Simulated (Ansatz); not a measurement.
Results of LDA (Ansatz, a first-principles code, PAW) for PbO (Pbcm, No. 57).

Settings: plane-wave cutoff 500 eV, 6×6×6 k mesh, gaussian smearing 0.02 eV, scalar-relativistic PAW data made under PBE.

Cell (relaxed at this level):

Space group Pbcm (No. 57); a = 5.7980 Å, b = 5.4183 Å, c = 4.6481 Å, α = β = γ = 90.00°

```csv
atom,site,symmetry,x,y,z
Pb,4d,..m,0.2344,0.4924,0.2500
O,4d,..m,0.1373,0.0911,0.2500
```

Task: Predict the band gap.

Result: 
- band gap = 2.02 eV (on the SCF k mesh)

Note: the volume lies 5 % below that of the published cell.

Spin–orbit coupling is not included; with these elements it can move the gap by several tenths of an eV or more.

Computed values are for the static lattice.
